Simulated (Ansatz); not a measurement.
Input (CCSDT(Q)/aug-cc-pVDZ; Ansatz, a program for electronic structure):

Ansatz 0.2 input:
```yaml
crystal:
  periodic: [false, false, false]
  atoms:
    - {symbol: C, position_ang: [-0.56787712, 0.00007562, -0.21895793]}
    - {symbol: C, position_ang: [0.75113888, -0.00002226, 0.04193206]}
    - {symbol: H, position_ang: [-1.49388412, -0.00046279, 1.53176507]}
    - {symbol: H, position_ang: [-1.10184547, 0.92058420, -0.40857899]}
    - {symbol: H, position_ang: [-1.10186777, -0.92030078, -0.40915693]}
    - {symbol: H, position_ang: [1.29900221, -0.92240489, 0.17377348]}
    - {symbol: H, position_ang: [1.29902456, 0.92226412, 0.17435260]}
basis:
  gaussian:
    orbitals: aug-cc-pVDZ
magnetization: {spin_polarized: true, initial_magnetization: 1}
correlation: {method: ccsdt_q, electrons: outside_noble_gas}
```

Output:

```
Functional definition: HF
integrals: 0.22 GiB planned
1437 factors; integrals over basis functions are off by at most 2.0e-7 eV
mean field: 0.24 GiB planned
mean field evaluation 1: about -2133.7239 eV, gradient 2.0e1 eV
mean field evaluation 2: about -2133.7240 eV, gradient 2.0e1 eV
mean field evaluation 4: about -2136.8171 eV, gradient 3.0e0 eV
mean field evaluation 8: about -2137.0802 eV, gradient 3.1e-1 eV
mean field evaluation 16: about -2137.0884 eV, gradient 1.7e-6 eV
mean field evaluation 32: about -2131.2835 eV, gradient 4.1e0 eV
mean field -2137.08841893 eV, -78.5365508252 hartree, gradient 1.7e-6 eV, S^2 0.946290; 0 other end points of the search recorded, 0 dependent functions left out
2 core orbitals not correlated
reference -2137.08841893 eV, -78.5365508252 hartree; 7, 6 occupied and 82, 83 virtual orbitals, 1437 factors
second order -7.51740420 eV of doubles, -0.00000000 eV of singles
coupled cluster: 3.67 GiB planned
cycle   1  -8.13066370 eV  change   -6.1e-1 eV  update   8.8e-2
cycle   2  -8.67010231 eV  change   -5.4e-1 eV  update   4.5e-2
cycle   3  -8.92598619 eV  change   -2.6e-1 eV  update   3.3e-2
cycle   4  -8.90394631 eV  change    2.2e-2 eV  update   1.9e-2
cycle   5  -8.92883567 eV  change   -2.5e-2 eV  update   7.4e-3
cycle   6  -8.94105724 eV  change   -1.2e-2 eV  update   3.4e-3
cycle   7  -8.93777306 eV  change    3.3e-3 eV  update   1.5e-3
cycle   8  -8.93852210 eV  change   -7.5e-4 eV  update   9.3e-4
cycle   9  -8.93940904 eV  change   -8.9e-4 eV  update   5.6e-4
cycle  10  -8.93832637 eV  change    1.1e-3 eV  update   3.7e-4
cycle  11  -8.93903822 eV  change   -7.1e-4 eV  update   2.4e-4
cycle  12  -8.93908016 eV  change   -4.2e-5 eV  update   1.3e-4
cycle  13  -8.93919109 eV  change   -1.1e-4 eV  update   7.7e-5
cycle  14  -8.93926083 eV  change   -7.0e-5 eV  update   3.6e-5
cycle  15  -8.93924353 eV  change    1.7e-5 eV  update   1.6e-5
cycle  16  -8.93924165 eV  change    1.9e-6 eV  update   8.0e-6
cycle  17  -8.93924094 eV  change    7.1e-7 eV  update   3.7e-6
cycle  18  -8.93923812 eV  change    2.8e-6 eV  update   1.9e-6
cycle  19  -8.93923801 eV  change    1.1e-7 eV  update   1.1e-6
coupled cluster: 3.67 GiB planned
perturbative correction -0.01935902 eV, -0.0007114310 hartree
Total energy: -2146.04701596 eV, -78.8657731937 hartree
```

The determinant is spin-contaminated: <S^2> is 0.95, 0.20 over the pure value.
